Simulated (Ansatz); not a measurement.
System: C4H5N, charge 0, singlet. C4H5N (1H-pyrrole, SMILES c1cc[nH]c1).
B3LYP-D3(BJ)/def2-TZVP minimum from Ansatz (an electronic-structure program):
```
N
H 1 1.0036
C 1 1.3709 2 125.06
C 1 1.3709 2 125.06 3 180.00
C 4 1.3739 1 107.64 2 -180.00
C 3 1.3739 1 107.64 2 180.00
H 3 1.0761 1 121.31 2 0.00
H 4 1.0761 1 121.31 2 0.00
H 6 1.0770 3 125.75 7 0.00
H 5 1.0770 4 125.75 8 0.00
```
Charge 0, spin multiplicity 1.

Wanted: atomisation energy (electronic, to ground-state atoms), in kcal/mol. Open shells are spin-unrestricted; no spin-orbit coupling. CBS(X,Y): correlation extrapolated as X^-3, Hartree-Fock from the larger set. A bracket is a step between two methods taken in the basis named. Functionals run without relativity, which enters their misses. Double hybrids freeze cores in their MP2 part. '+ core + X2C': CCSD(T) terms for core correlation (cc-pwCVTZ) and scalar relativity (cc-pVTZ-DK). For partners of very few electrons the exact lower level stands in for a higher one.

CCSD(T)/CBS(cc-pVTZ,cc-pVQZ) + [CCSDT(Q) - CCSD(T)]/cc-pVDZ + core + X2C (Ansatz) gives 1073.5 kcal/mol.

**Question.** What does PBE/def2-TZVPD (Ansatz) give here, and how do the other levels compare?

**Answer.** PBE gives 1110.4 kcal/mol, 36.9 kcal/mol above it. Differences of the others: r2SCAN/def2-TZVPD (Ansatz) 2.4; B3LYP/def2-TZVPD (Ansatz) -5.5; PBE0/def2-TZVPD (Ansatz) 12.4; B2PLYP/def2-TZVPD (Ansatz) -10.3; CCSD(T)/CBS(cc-pVTZ,cc-pVQZ) + core + X2C (Ansatz) -0.7 kcal/mol. Nearer than PBE: r2SCAN/def2-TZVPD, B3LYP/def2-TZVPD, PBE0/def2-TZVPD, B2PLYP/def2-TZVPD, CCSD(T)/CBS(cc-pVTZ,cc-pVQZ) + core + X2C.
